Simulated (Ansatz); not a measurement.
Results of PBEsol (plane waves, PAW; Ansatz, a first-principles code) for 2H MoS2.

Rigid layers of the crystal as relaxed at this level are moved apart or together:

| run | k mesh | layer repeat (Å) | energy against free layers (meV/Å²) | gap on the mesh (eV) |
|---|---|---|---|---|
| 1 | 12×12×4 | 5.845 | 0.96 | 0.535 |
| 2 | 12×12×4 | 5.995 | -1.83 | 0.697 |
| 3 | 12×12×4 | 6.145 | -3.03 | 0.847 |
| 4 | 12×12×4 | 6.345 | -3.28 | 1.028 |
| 5 | 12×12×4 | 6.645 | -2.56 | 1.261 |
| 6 | 12×12×4 | 7.145 | -1.22 | 1.554 |
| 7 | 12×12×2 | 8.145 | -0.27 | 1.779 |
| 8 | 12×12×2 | 10.145 | -0.02 | 1.805 |

The lowest energy of these points lies at a layer repeat of 6.34 Å.

Spin–orbit coupling is not included.

Note: the cell comes from a level without a dispersion term, which matters for the spacing of layers, chains or molecules.
